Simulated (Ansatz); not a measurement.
Compounds of Si with 4 ligands, in which Cl is traded for OH. Quantity: electronic atomisation energy to ground-state atoms, in kcal/mol. Structures are relaxed separately at B3LYP-D3(BJ)/def2-TZVP in Ansatz (a quantum-chemistry and plane-wave program), one conformer each, not searched for the lowest. Correlated levels leave the core frozen unless marked. UHF or UKS for open shells. Spin-orbit coupling is left out. No relativistic terms. CBS marks a two-point X^-3 extrapolation of the correlation energy; Hartree-Fock from the larger set. The bracket is a focal-point correction in the basis named. The first level has limits of its own: it lacks core correlation, which all-electron functionals hold.

| n(OH) | species (SMILES) | RI-MP2/CBS(cc-pV(T+d)Z,cc-pV(Q+d)Z)+[CCSD(T)-MP2]/cc-pV(T+d)Z (Ansatz) | PBE/def2-TZVPD (Ansatz) | B3LYP-D3(BJ)/def2-TZVPD (Ansatz + dftd3) |
|---|---|---|---|---|
| 0 | Cl[Si](Cl)(Cl)Cl | 387.5 | 386.6 | 374.7 |
| 1 | O[Si](Cl)(Cl)Cl | 517.3 | 515.5 | 502.9 |
| 2 | O[Si](O)(Cl)Cl | 647.3 | 644.4 | 631.3 |
| 3 | O[Si](O)(O)Cl | ? | ? | ? |
| 4 | O[Si](O)(O)O | 904.5 | 899.2 | 885.0 |

Fit a straight line through the known rows at each level by least squares, predict the withheld row (n(OH) = 3), and compare with the run.


- The known rows have mean n(OH) = 1.75 and Σ(n(OH) - mean)² = 8.75.
- RI-MP2/CBS(cc-pV(T+d)Z,cc-pV(Q+d)Z)+[CCSD(T)-MP2]/cc-pV(T+d)Z: mean 614.150, Σ(n(OH) - mean)(y - mean) = 1130.850, slope 129.240 kcal/mol a step; the line gives 614.150 + (129.240)×(3 - 1.75) = 775.7; the run gives 777.1, +1.4 from the line, whose largest residual on the known rows is 0.8.
- PBE/def2-TZVPD: mean 611.425, Σ(n(OH) - mean)(y - mean) = 1121.125, slope 128.129 kcal/mol a step; the line gives 611.425 + (128.129)×(3 - 1.75) = 771.6; the run gives 773.2, +1.6 from the line, whose largest residual on the known rows is 0.9.
- B3LYP-D3(BJ)/def2-TZVPD: mean 598.475, Σ(n(OH) - mean)(y - mean) = 1116.175, slope 127.563 kcal/mol a step; the line gives 598.475 + (127.563)×(3 - 1.75) = 757.9; the run gives 759.6, +1.7 from the line, whose largest residual on the known rows is 0.9.
- PBE minus the first level along the series: -0.9, -1.8, -2.9, -3.9, -5.3 kcal/mol.
